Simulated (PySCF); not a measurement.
CN, SMILES [C]#N, multiplicity 2. The structure is a stationary point at PBE-D3(BJ)/def2-TZVPD.

Computed equilibrium geometry at PBE-D3(BJ)/def2-TZVPD (PySCF confirms it by a frequency run) as Cartesian coordinates in Å, and its point group:
point group C∞v.
```xyz
2

C      0.0000     0.0000    -0.6324
N      0.0000     0.0000     0.5420
```
Charge 0, spin multiplicity 2.
